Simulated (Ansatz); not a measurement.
# CH₄Si (singlet): from Hartree-Fock to the top rungs at distance Si1–C2 = 2.536 Å, cc-pVTZ

An exercise on one series of results from a longer session: the logs are not shown, and one member is left open.

The runs use Ansatz 0.2.0, Gaussian basis; cc-pVTZ, core rule «outside noble gas», up to 6 orbitals frozen.

Plan: UHF; CCSD(T) on RHF; CCSD(T) on UHF; BCCD(T) on RHF; CCSDT(Q) on RHF.

**What is computed**

The geometry derives from a PBE0/def2-TZVP stationary point (not a proven minimum). One bond is set to the value named and the two fragments are kept rigid.

6 atoms, charge 0, spin multiplicity 1.

Atoms are counted from 1 here; the program's logs count them from 0.

Bond lengths: Si1–H3 1.493 Å, Si1–H4 1.491 Å, Si1–H5 1.491 Å, C2–H6 1.105 Å. Angles: H3–Si1–H4 109.1°, H3–Si1–H5 109.1°, H4–Si1–H5 109.2°.

The first run:

in.yaml

```yaml
crystal:
  periodic: [false, false, false]
  atoms:
    - {symbol: Si, position_ang: [0.000000, 0.047749, 0.723382]}
    - {symbol: C, position_ang: [0.000000, -0.172194, -1.803063]}
    - {symbol: H, position_ang: [0.000000, 1.365526, 1.424211]}
    - {symbol: H, position_ang: [1.215343, -0.717979, 1.124022]}
    - {symbol: H, position_ang: [-1.215343, -0.717979, 1.124022]}
    - {symbol: H, position_ang: [0.000000, 0.791822, -2.343292]}
basis:
  gaussian: {orbitals: cc-pVTZ}
magnetization: {spin_polarized: true, initial_magnetization: 0}
hamiltonian: {xc: hf}
output: {orbitals: {seedname: orbitals}}
```

The run is started by

```sh
ansatz run in.yaml --threads 1 --pin off --events-out ev --progress --plain --max-ram 4096MiB --backend cpu
```

Steps of the session up to this table: UHF; CCSD(T) on RHF; CCSD(T) on UHF; BCCD(T) on RHF; CCSDT(Q) on RHF.

One of the session's tables, all rows but one given; the rest of the session is left out.

It belongs to the step «Misses and costs». 

| method | from RCCSDT(Q) (kcal/mol) |
| --- | --- |
| RHF | +204.47 |
| UHF | +191.32 |
| RMP2 | +39.75 |
| UMP2 | +37.45 |
| RCCSD | +9.25 |
| UCCSD | +8.12 |
| RCCSD(T) | +1.60 |
| UCCSD(T) | ? |
| BCCD(T) | +1.58 |
| RCCSDT | +0.50 |
| RCCSDT(Q) | 0 |

Estimate the missing values for UCCSD(T).

As computed: from RCCSDT(Q) (kcal/mol): +1.14. In the column «from RCCSDT(Q) (kcal/mol)» it lies between RCCSDT (+0.50) and BCCD(T) (+1.58).

Caveats from the session: The determinant of HF (⟨S²⟩ 0.87) is far from a pure spin state, so its energy mixes those of several spin states; that is harmless only where they are near-degenerate. The determinant of CCSD(T) (⟨S²⟩ 0.80) is far from a pure spin state, so its energy mixes those of several spin states; high orders of coupled cluster remove much of that, low ones don't. Warnings: restricted reference is unstable; spin contamination; coupled cluster took another determinant than the lowest. Restricted and unrestricted rows rest on different reference determinants; a gap between their highest levels can come from leftover correlation error, from unlike frozen cores or from another state.
